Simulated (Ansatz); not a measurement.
`O[C@@H]1C[C@@H]1O` → `C=COCO`  (isomerisation)

Program: Ansatz. Geometries: PBE0-D4/def2-TZVP. ΔE: electronic, gas phase. CCSD(T)/CBS is the MP2 limit (def2-TZVPP, def2-QZVPP) plus CCSD(T) − MP2 in def2-TZVPP, frozen cores. One conformer a species, not always the lowest.

| species | SCS-MP2/def2-QZVPP energy (Eh) |
| --- | --- |
| `O[C@@H]1C[C@@H]1O` | -267.93250 |
| `C=COCO` | -267.94209 |

(1) Work out ΔE.

Largest T1 diagnostic among the species: 0.012.

## Answers

(1) ΔE = (-267.94209) − (-267.93250) = -0.00959 Eh = -0.26 eV. CCSD(T)/CBS gives -0.27 eV.

In def2-TZVPP, CCSD(T) changes the Hartree–Fock value by +0.18 eV (the triples alone add −0.02 eV) and MP2 by +0.29 eV. From PBE to PBE0 (25 % exact exchange), in def2-TZVPP and without D4, ΔE moves by +0.09 eV.
